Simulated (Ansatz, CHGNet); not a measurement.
Volume per atom (Å³/atom) of solids drawn from the class of oxides, at two levels: the machine-learned potential CHGNet 0.3.0 (trained on PBE and PBE+U data), and r²SCAN in Ansatz (PAW).

```csv
solid,CHGNet 0.3.0,r²SCAN,shift (%)
anatase TiO2 (metastable phase),11.72,11.40,-2.7
"SiO2 (P4₁2₁2, No. 92)",15.57,14.32,-8.0
α-quartz (SiO2),13.82,12.62,-8.7
stishovite (SiO2),8.04,7.79,-3.1
rutile SnO2,12.59,12.09,-4.0
rutile PbO2,14.78,14.11,-4.5
A-type hexagonal La2O3,16.69,16.43,-1.6
rutile TiO2,10.69,10.40,-2.7
corundum Ga2O3 (metastable phase),10.03,9.64,-3.9
corundum (α-Al2O3),8.77,8.49,-3.2
```

The shifts run from -8.7 % to -1.6 %, with a median of -3.5 %.

Over all 10 rows r²SCAN is the larger in 0.

Database compounds that came out metallic weren't drawn.

Ansatz's runs of these crystals have no spin polarisation.

Spin–orbit coupling is left out, also for the solids with elements from indium on (rutile SnO2, rutile PbO2, A-type hexagonal La2O3); its size isn't shown.

Ansatz's density-functional and Hartree–Fock values are scalar-relativistic unless marked +SOC, with PAW data made under PBE.

Ansatz is an electronic-structure program.
